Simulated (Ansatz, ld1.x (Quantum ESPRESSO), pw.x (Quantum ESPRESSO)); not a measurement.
## What a changed setting does to a pw.x run (fcc Ta)

Potential: PAW, ld1.x (Quantum ESPRESSO) 7.5, PBEsol; core [Xe] 4f14, reference 5d3.5 6s1.5 6p0; waves: 6s (bound): rcut 2.15, rcutus 2.85 bohr; 6s channel at 0.05 Ry: rcut 2.15, rcutus 2.85 bohr; 6p (bound, empty): rcut 3.10, rcutus 3.90 bohr; 6p channel at 0.65 Ry: rcut 3.10, rcutus 3.90 bohr; 5d (bound): rcut 2.15, rcutus 2.55 bohr; 5d channel at 1.7 Ry: rcut 2.15, rcutus 2.55 bohr; local part: all-electron potential smoothed inside 2.55 bohr (lloc = -2); core correction: Bessel-smoothed model core inside 1.80 bohr; augmentation: BESSEL, radius 1.85 bohr.

The reference run (k-mesh 14³, cutoffs 40/320 Ry, Fermi–Dirac 0.01 Ry, mixing_beta 0.4, conv_thr 1e-9, no spin) gives 1.20 GPa at 18.281 Å³/atom, where all-electron LAPW gives -0.64 GPa. This run, with its own iteration cap, changes mixing_beta to 0.05.

```
&control
  calculation='scf', prefix='x', pseudo_dir='./', outdir='./tmp', tstress=.true., disk_io='none'
/
&system
  ibrav=0, nat=1, ntyp=1, ecutwfc=40, ecutrho=320, nbnd=9,
  occupations='smearing', smearing='fd', degauss=0.01
/
&electrons
  conv_thr=1e-09, mixing_beta=0.05, electron_maxstep=50
/
ATOMIC_SPECIES
Ta 1.0 Ta.UPF
CELL_PARAMETERS angstrom
  0.00000000 2.09085212 2.09085212
  2.09085212 0.00000000 2.09085212
  2.09085212 2.09085212 0.00000000
ATOMIC_POSITIONS crystal
Ta 0.0000 0.0000 0.0000
K_POINTS automatic
14 14 14 0 0 0
```

```bash
pw.x < Ta.scf.in > Ta.scf.out
```

Problem. How does the run end?

Solution. It converges in 14 iterations; the free energy moves by +0.0 meV/atom and the pressure by +0.00 GPa. The result is that of the reference run.

```
Message from routine setup:
     using ibrav=0 with symmetry is DISCOURAGED, use correct ibrav instead
     lattice parameter (alat)  =       5.5878  a.u.
     unit-cell volume          =     123.3663 (a.u.)^3
     number of electrons       =         5.00
     number of Kohn-Sham states=            9
     kinetic-energy cutoff     =      40.0000  Ry
     charge density cutoff     =     320.0000  Ry
     scf convergence threshold =      1.0E-09
     Exchange-correlation= SLA  PW   PSX  PSC
     number of k points=   104  Fermi-Dirac smearing, width (Ry)=  0.0100
     iteration #  1     ecut=    40.00 Ry     beta= 0.05
     total energy              =    -626.91900696 Ry
     estimated scf accuracy    <       0.17184569 Ry
     iteration #  2     ecut=    40.00 Ry     beta= 0.05
     total energy              =    -626.84286965 Ry
     estimated scf accuracy    <       0.15272119 Ry
     iteration #  3     ecut=    40.00 Ry     beta= 0.05
     total energy              =    -626.85511959 Ry
     estimated scf accuracy    <       0.00192682 Ry
     [... 8 iterations left out ...]
     iteration # 12     ecut=    40.00 Ry     beta= 0.05
     total energy              =    -626.85460989 Ry
     estimated scf accuracy    <          7.3E-09 Ry
     iteration # 13     ecut=    40.00 Ry     beta= 0.05
     total energy              =    -626.85460988 Ry
     estimated scf accuracy    <          7.8E-09 Ry
     iteration # 14     ecut=    40.00 Ry     beta= 0.05
     the Fermi energy is    12.4947 ev
!    total energy              =    -626.85460997 Ry
     estimated scf accuracy    <          4.9E-10 Ry
     smearing contrib. (-TS)   =      -0.00546216 Ry
     The total energy is F=E-TS. E is the sum of the following terms:
     one-electron contribution =       8.96114402 Ry
     hartree contribution      =       0.01875775 Ry
     xc contribution           =     -22.98017260 Ry
     ewald contribution        =     -14.50487879 Ry
     one-center paw contrib.   =    -598.34399820 Ry
     convergence has been achieved in  14 iterations
          total   stress  (Ry/bohr**3)                   (kbar)     P=       11.97
     Message from routine punch:
     Nothing written, as per user request (disk_io='none')
```

The run took about 17 s on one core of a shared host (Neoverse-V1, 32 threads, 247 GiB, load 12).
